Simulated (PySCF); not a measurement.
**TDDFT beside published excitation energies**

Published values to compare with (the computed states carry no symmetry labels, so the two lists aren't matched line by line):

```csv
state,E (eV),f,kind of transition,source
3A''(n→π*),0.88,,vertical absorption,[1]
1A''(n→π*),1.74,0.000,vertical absorption,[1]
1A'(double),4.33,0.000,vertical absorption,[1]
1A'(genuine double),4.33,,vertical absorption,[2]
3A'(π→π*),5.61,,vertical absorption,[1]
1A'(n.d.),6.27,0.038,vertical absorption,[1]
```

[1] computed, theoretical best estimate (aug-cc-pVTZ, frozen core, CC3 geometry), gas; Veril, Scemama, Caffarel, Lipparini, Boggio-Pasqua, Jacquemin, Loos, WIREs Comput. Mol. Sci. 2021, 11, e1517 (QUESTDB)
[2] computed, theoretical best estimate (aug-cc-pVTZ), gas; Kossoski, Boggio-Pasqua, Loos, Jacquemin, double excitations: improvement and extension (2024), arXiv:2403.19597

Species: HNO.
Structure used (GFN2-xTB), in Å, numbered top down from 1:
```xyz
3
HNO angstrom
N     -0.0523    0.4167   -0.0028
O      0.9730   -0.2086   -0.0115
H     -0.9092   -0.2106    0.0018
```

The calculation used PySCF 2.14.0, density-fitted response routines, TDDFT PBE0/def2-SVPD, vertical, gas phase, core orbitals frozen in the response.

Computed singlets: 1.42 eV (f 0.000); 6.70 eV (f 0.076); 7.32 eV (f 0.002); 8.44 eV (f 0.026); 8.82 eV (f 0.001); 9.02 eV (f 0.072); 9.59 eV (f 0.003); 10.00 eV (f 0.008). Computed triplets (Tamm–Dancoff): 0.34, 5.41, 5.93 eV.

Q: How does the lowest computed singlet compare with the best estimate listed for the lowest singlet (vertical absorption)?

A: 1.42 eV against 1.74 eV for 1A''(n→π*) [1]: a difference of -0.32 eV. Geometry and basis of the two calculations needn't be the same.

Q: How does the lowest computed triplet compare with the best estimate listed for the lowest triplet (vertical absorption)?

A: 0.34 eV against 0.88 eV for 3A''(n→π*) [1]: a difference of -0.54 eV. Geometry and basis of the two calculations needn't be the same.

n.d. means that the source names no orbital transition; it classes the state at 6.27 eV as Rydberg. Note on [2]: supersedes the 2021 QUESTDB value where one exists.

States of double-excitation character are out of reach of adiabatic linear-response TDDFT and have no counterpart, or a poor one, in the computed list.
